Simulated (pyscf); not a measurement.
Four-centre exchange: HN=SiH₂ (SMILES N=[SiH2]) + SiH₄ (SMILES [SiH4]) → H₂Si=N–SiH₃ (SMILES [SiH2]=N[SiH3]) + H₂ (SMILES [H][H])

Gas phase, singlet surface, charge 0. Bonds broken: N1–H3, Si6–H7. Bonds formed: N1–Si6, H3–H7. Single points on ωB97X-D3(BJ)/def2-SVP structures (PySCF, gas phase).

Transition state (Å):

```xyz
10

N     -0.9284    -0.4250    -0.4202
Si    -2.2737    -0.8029     0.3861
H      0.0754    -0.8624    -0.8189
H     -2.7973    -2.1868     0.3971
H     -3.0547     0.1642     1.1880
Si     0.1087     1.1030    -0.4352
H      1.1716    -0.3541    -0.9678
H     -1.0284     2.0031     0.0742
H      1.1266     1.3451     0.6296
H      0.3711     1.6884    -1.7788
```

One imaginary mode, 1383i cm⁻¹; descent along it reached the two sides named.

```json
[
 {"bond": "N1–H3", "change": "breaks", "reactant side (Å)": "1.018", "saddle": "1.165", "product side": "2.590"},
 {"bond": "Si6–H7", "change": "breaks", "reactant side (Å)": "1.487", "saddle": "1.881", "product side": "4.4"},
 {"bond": "N1–Si6", "change": "forms", "reactant side (Å)": "2.9", "saddle": "1.847", "product side": "1.717"},
 {"bond": "H3–H7", "change": "forms", "reactant side (Å)": "3.2", "saddle": "1.218", "product side": "0.763"}
]
```

Electronic energies relative to the separated reactants (kcal/mol):

```csv
level,barrier,reaction energy,reverse barrier
ωB97X-D3(BJ)/def2-TZVP,34.3,-15.4,49.7
PBE/def2-TZVP,31.0,-10.9,41.9
r²SCAN/def2-TZVP,31.8,-13.8,45.6
B3LYP-D3(BJ)/def2-TZVP,34.7,-14.0,48.6
PBE0-D3(BJ)/def2-TZVP,31.4,-13.0,44.3
M06-2X/def2-TZVP,34.6,-16.5,51.0
ωB97M-D3(BJ)/def2-TZVP,35.7,-13.3,49.0
HF/def2-TZVP,51.2,-13.5,64.7
```

With ωB97M-D3(BJ)/def2-TZVP energies and thermal terms (ideal gas, 1 atm, RRHO with modes under 100 cm⁻¹ raised to 100, one conformer, R ln 2 for chiral ones without a mode under 150 cm⁻¹), in kcal/mol:

```json
[
 {"T (K)": "298", "ΔH‡": "33.9", "ΔG‡": "43.7", "ΔH": "-15.3", "ΔG": "-14.6"},
 {"T (K)": "600", "ΔH‡": "34.2", "ΔG‡": "53.6", "ΔH": "-14.2", "ΔG": "-14.3"},
 {"T (K)": "900", "ΔH‡": "34.9", "ΔG‡": "63.1", "ΔH": "-13.3", "ΔG": "-14.5"},
 {"T (K)": "1200", "ΔH‡": "35.7", "ΔG‡": "72.4", "ΔH": "-12.7", "ΔG": "-15.0"}
]
```

HN=SiH₂ lies 18.2 kcal/mol over its isomer H₂N–SiH: [singlet] (electronic energy, ωB97M-D3(BJ)/def2-TZVP). H₂Si=N–SiH₃ lies 10.1 kcal/mol over its isomer :HSi–NH–SiH₃ [singlet] (electronic energy, ωB97M-D3(BJ)/def2-TZVP). One saddle was located; it need not be the lowest between these sides.
